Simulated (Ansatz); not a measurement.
C4H2 (`C1=C=CC=1`). The species carries charge 0 and has multiplicity 1.

```tsv
atom	x (Å)	y (Å)	z (Å)
C1	-0.5211	-0.7594	-0.9257
C2	0.5110	-1.2013	0.0287
C3	0.0191	-0.0682	0.7306
C4	-0.0168	0.5083	-0.5293
H5	-0.3797	0.1374	1.7138
H6	0.3875	1.3832	-1.0182
```

Task: Give the diagnostics of a CCSD(T)/def2-TZVPP run (frozen core, Ansatz 0.2.0). (Best estimate.)

Result: Ansatz gave: T1 = 0.0272, largest single amplitude 0.074, largest double 0.040, (T) share of the correlation energy 5.8 %, 12 CCSD cycles. The RHF solution is stable towards an unrestricted one. T1 lies over the customary mark of 0.02 for closed shells.
